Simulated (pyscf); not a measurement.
H₃C–NH–CH₃ + CH₃• -> H₃C–CH₃ + H₃C–NH•, a substitution at C (doublet surface; C–N broken, C–C formed). Structures and frequencies: ωB97X-D3(BJ)/def2-SVP in PySCF. Energies in kJ/mol from the separated reactants.

Small-basis levels: PySCF, no dispersion term, spherical d functions. AM1 to PM7: differences of heats of formation from MOPAC. Open shells are spin-unrestricted. 

| level | barrier | reaction energy |
|---|---|---|
| HF/3-21G | 235.5 | -47.5 |
| HF/6-31G* | 263.5 | -59.4 |
| SVWN5/6-31G* | 115.7 | -40.2 |
| PBE/6-31G* | 142.4 | -50.5 |
| B3LYP/3-21G | 152.3 | -46.1 |
| B3LYP/6-31G* | (withheld) | -52.1 |
| AM1 | 248.4 | -40.2 |
| PM3 | (withheld) | -49.5 |
| PM7 | 175.4 | -40.0 |
| ωB97M-D3(BJ)/def2-TZVP | (withheld) | -43.3 |

Fill in the missing entries.


- B3LYP/6-31G*, barrier: 175.1
- PM3, barrier: 216.1
- ωB97M-D3(BJ)/def2-TZVP, barrier: 189.3

Against the last row the barrier runs from -73.6 (SVWN5/6-31G*) to +74.1 kJ/mol (HF/6-31G*). ωB97M-D3(BJ)/def2-TZVP has limits of its own. From the product side, H₂C=NH + H• + H₃C–CH₃ lies, by one bond made or cut, 81.8 kJ/mol under this saddle at ωB97M-D3(BJ). H₃C–NH–CH₃ lies 32.8 kJ/mol over its isomer H₃C–CH₂–NH₂ (electronic energy, ωB97M-D3(BJ)). H₃C–NH• lies 30.4 kJ/mol over its isomer •H₂C–NH₂ (electronic energy, ωB97M-D3(BJ)). This is the saddle that the search found; another between the same sides may lie lower. The angle at the attacked C is 178°.
